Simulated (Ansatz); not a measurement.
in.yaml

```yaml
crystal:
  periodic: [false, false, false]
  atoms:
    - {symbol: Al, position_ang: [0.000000, -0.014075, 0.558774]}
    - {symbol: C, position_ang: [0.000000, -0.014075, -1.286273]}
    - {symbol: H, position_ang: [0.000000, 2.005114, 1.507582]}
    - {symbol: H, position_ang: [0.000000, -1.446551, 1.231888]}
    - {symbol: H, position_ang: [0.000000, -0.014075, -2.369962]}
basis:
  gaussian: {orbitals: cc-pVDZ}
magnetization: {spin_polarized: false}
correlation: {method: ccsdt_q, electrons: outside_noble_gas}
```

```sh
$ ansatz run in.yaml --threads 1 --pin off --events-out ev --progress --plain --max-ram 2393MiB
```

Output:

```
866 factors; integrals over basis functions are off by at most 1.6e-7 eV
mean field evaluation 1: about -7653.6349 eV, gradient 1.5e1 eV
mean field evaluation 2: about -7653.6361 eV, gradient 1.5e1 eV
mean field evaluation 4: about -7655.0598 eV, gradient 2.2e0 eV
mean field evaluation 8: about -7655.1008 eV, gradient 1.8e-4 eV
mean field evaluation 16: about -7655.0998 eV, gradient 1.1e-1 eV
mean field evaluation 32: about -7655.1008 eV, gradient 6.4e-2 eV
mean field evaluation 64: about -7654.0905 eV, gradient 3.8e-2 eV
mean field evaluation 96: about -7654.0906 eV, gradient 2.5e-6 eV
mean field -7655.10078287 eV, -281.3197649567 hartree, gradient 2.3e-6 eV, S^2 0.000000; 6 other end points of the search recorded, 0 dependent functions left out; unrestricted orbitals would lower it
determinant -7655.10078287 eV, -281.3197649567 hartree, with singles and doubles -7660.98766190 eV, -281.5361037709 hartree
determinant -7654.09055506 eV, -281.2826397695 hartree, with singles and doubles -7659.84009404 eV, -281.4939314297 hartree
6 core orbitals not correlated: weight in the atoms' cores, before any rotation towards them, 1.000 or more for the frozen orbitals, at most 0.000 for the correlated occupied ones
reference -7655.10078287 eV, -281.3197649567 hartree; 5, 5 occupied and 36, 36 virtual orbitals, 866 factors
second order -4.67291174 eV of doubles, -0.00000000 eV of singles
cycle   1  -5.44177674 eV  change   -7.7e-1 eV  update   9.4e-2
cycle   2  -5.89198137 eV  change   -4.5e-1 eV  update   5.0e-2
...
cycle  19  -6.16118594 eV  change   -7.8e-6 eV  update   3.4e-5
cycle  20  -6.16120918 eV  change   -2.3e-5 eV  update   1.9e-5
cycle  21  -6.16122795 eV  change   -1.9e-5 eV  update   1.0e-5
cycle  22  -6.16122972 eV  change   -1.8e-6 eV  update   5.7e-6
cycle  23  -6.16123146 eV  change   -1.7e-6 eV  update   3.2e-6
cycle  24  -6.16123204 eV  change   -5.8e-7 eV  update   1.9e-6
cycle  25  -6.16123285 eV  change   -8.1e-7 eV  update   1.1e-6
cycle  26  -6.16123467 eV  change   -1.8e-6 eV  update   6.8e-7
cycle  27  -6.16123540 eV  change   -7.3e-7 eV  update   3.6e-7
cycle  28  -6.16123551 eV  change   -1.1e-7 eV  update   2.2e-7
perturbative correction -0.02264050 eV, -0.0008320232 hartree
Total energy: -7661.28465888 eV, -281.5470182085 hartree
```

Ran on 1 thread of Arm Neoverse V1, shared host: 9.5 s wall, 0.2 GiB peak host memory.
